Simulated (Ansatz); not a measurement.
The input, for Ansatz 0.2.0:

```yaml
crystal:
  periodic: [false, false, false]
  atoms:
    - {symbol: C, position_ang: [0.000000, 0.000000, 1.574072]}
    - {symbol: As, position_ang: [0.000000, 0.000000, -0.222050]}
    - {symbol: H, position_ang: [0.000000, 1.203165, -1.125760]}
    - {symbol: H, position_ang: [0.000000, -1.203165, -1.125760]}
basis:
  gaussian: {orbitals: cc-pVDZ}
total_charge: 1
magnetization: {spin_polarized: false}
correlation: {method: mp2, electrons: all}
output: {forces: true}
```

```sh
$ ansatz run in.yaml --threads 1 --pin off --events-out ev --progress --plain --max-ram 2393MiB
```

Task: Roughly how long does this take on 1 thread of AMD EPYC, shared host, and how much host memory?

Result: 3.2 s wall and 0.18 GiB.

```
548 factors; integrals over basis functions are off by at most 9.2e-4 eV
mean field evaluation 1: about -61842.0289 eV, gradient 1.2e1 eV
mean field evaluation 2: about -61842.0620 eV, gradient 1.2e1 eV
mean field evaluation 4: about -61842.9369 eV, gradient 2.8e0 eV
mean field evaluation 8: about -61842.9827 eV, gradient 1.0e-3 eV
mean field -61842.98272643 eV, -2272.6876965169 hartree, gradient 1.3e-6 eV, S^2 0.000000; 0 other end points of the search recorded, 0 dependent functions left out; unrestricted orbitals would lower it
mean field evaluation 16: about -61843.5954 eV, gradient 1.1e-1 eV
reference -61842.98272643 eV, -2272.6876965169 hartree; 20, 20 occupied and 31, 31 virtual orbitals, 548 factors
second order -6.56765332 eV of doubles, -0.00000000 eV of singles
the calculation of the forces begins
Total energy: -61849.55037974 eV, -2272.9290533246 hartree
Atom 0 at     0.000000     0.000000     1.574072 Å, force    -0.000000     0.000000     1.477466 eV/Å
Atom 1 at     0.000000     0.000000    -0.222050 Å, force     0.000000    -0.000000    -2.411482 eV/Å
Atom 2 at     0.000000     1.203165    -1.125760 Å, force    -0.000000     0.088574     0.467008 eV/Å
Atom 3 at     0.000000    -1.203165    -1.125760 Å, force     0.000000    -0.088574     0.467008 eV/Å
Dipole moment:    -0.000000     0.000000    -0.382169 e Å
```

Forces (eV/Å):
```
C    0.000  0.000  1.477
As   0.000  0.000 -2.411
H    0.000  0.089  0.467
H    0.000 -0.089  0.467
```
